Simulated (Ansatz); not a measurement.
Molecule: phosphanylidynephosphane, P₂, charge 0, multiplicity 1. 
Geometry from a B3LYP-D3(BJ)/def2-TZVP (Ansatz, a quantum-chemistry and plane-wave program) optimisation:
SMILES: P#P
```xyz
2

P      0.0000     0.0000    -0.9447
P      0.0000     0.0000     0.9447
```

Basis-set convergence of Hartree-Fock and CCSD correlation energies (hartree) with Ansatz. Cores are frozen in the correlated levels unless marked. Spin-orbit coupling is left out. No relativistic terms.

The Hartree-Fock reference is unstable (checked in the largest basis), which strains HF and MP2. 

```tsv
basis	functions	E(HF)	E(corr, CCSD)
cc-pV(D+d)Z	46	-681.47221	-0.24634
cc-pV(T+d)Z	78	-681.49314	-0.29581
cc-pV(Q+d)Z	128	-681.49904	-0.31154
cc-pV(5+d)Z	200	-681.50002	-0.31738
```

Extrapolating the two largest sets (X = 4 and 5) as X^-3: E(corr) = (125·(-0.31738) - 64·(-0.31154))/61 = -0.3235 Eh, an estimate of the basis-set limit. The largest set recovers 98.1 % of it, the smallest 76.1 %.
